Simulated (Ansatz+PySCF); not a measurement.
A calculation with PySCF 2.14.0.

```python
from pyscf import gto, scf, mp

# the (T+d) and (D+d) sets load through basis_set_exchange
mol = gto.M(atom="""
Si 0.005800 0.000420 -1.359980
Si -0.007150 0.002120 1.361450
H 1.453110 0.006370 -1.572580
H -0.732770 -1.268620 -1.572200
H -0.715840 1.263110 -1.577080
H -1.450470 -0.001130 1.576960
H 0.728360 -1.258310 1.581760
H 0.718270 1.272700 1.568940
""", basis={'H': 'cc-pvtz', 'Si': 'cc-pv(t+d)z'}, charge=1, spin=1)
mf = scf.UHF(mol)
mf.kernel()
pt = mp.MP2(mf, frozen=10).run()
print(mf.e_tot, pt.e_corr, pt.e_tot)
```

The script is written out from the run's settings.

The run gave:

```json
{
  "Converged": "yes",
  "Reference energy": "-581.06080 hartree",
  "Correlation energy": "-0.22861 hartree",
  "Total energy": "-581.28941 hartree",
  "Spin squared of the determinant": "0.756"
}
```
